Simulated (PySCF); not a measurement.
AlCl3, SMILES [Cl][Al]([Cl])[Cl]. Atoms are numbered in the order given.

```xyz
4

Al     0.0000     0.0000     0.0000
Cl     2.0846     0.0000     0.0000
Cl    -1.0423    -1.8053     0.0000
Cl    -1.0423     1.8053     0.0000
```
Charge 0, spin multiplicity 1.

The structure is a stationary point at B3LYP-D3(BJ)/def2-SVP. The isomer is the one that the SMILES or the coordinates give; other isomers of the formula were not compared.

Level of theory: B3LYP-D3(BJ)/def2-SVP (PySCF).

Frequencies are harmonic and unscaled.

Modes within 1.5 cm⁻¹ of each other (mostly degenerate sets) share a row, with their intensities summed.

| mode | ν (cm⁻¹) | IR (km/mol) | moving atoms (share of kinetic energy) |
|---|---|---|---|
| 1–2 | 148 | 15.1 | Cl 88 %, Al 12 % |
| 3 | 203 | 37.1 | Al 80 %, Cl 20 % |
| 4 | 382 | 0.0 | Cl 100 % |
| 5–6 | 630 | 320.9 | Al 68 %, Cl 32 % |
